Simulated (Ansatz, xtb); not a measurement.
**CH2BCl: where a starting geometry ends**

The starting geometry of this gas-phase triplet was built from a drawn formula by distance geometry and a force field; its bonds are those of `[B]CCl`.

```xyz
5

C     1.6408    1.4520    0.3883
B     0.0560    1.4448    0.2915
Cl    2.2054   -0.1663   -0.0975
H     2.0606    2.2240   -0.3007
H     1.9605    1.6336    1.4245
```

Q: Predict what becomes of its bonds when it is optimised with r2SCAN-D4/def2-SVP.

A: It keeps its bonds, and is `[B]CCl`.

The energy falls by 0.19 eV over 6 steps:

```
step  E − E(last) (eV)
   1             0.191
   2             0.037
   3             0.007
   4             0.000
   5             0.000
   6             0.000
```

Final geometry (Å):

```xyz
5

C     1.5703    1.4268    0.3763
B     0.0576    1.5544    0.3270
Cl    2.3285   -0.2067   -0.1133
H     2.0334    2.1820   -0.2823
H     1.9334    1.6316    1.3984
```

From the same start GFN2-xTB ends elsewhere, differing in C1–Cl3 (2.23 against 1.87 Å here).

No frequencies were run, so the end isn't proven a minimum. Open shells are spin-unrestricted. The triplet needn't be the ground state. Run with Ansatz 0.2.0, 30 s on 1 thread of Arm Neoverse V2 (shared host).
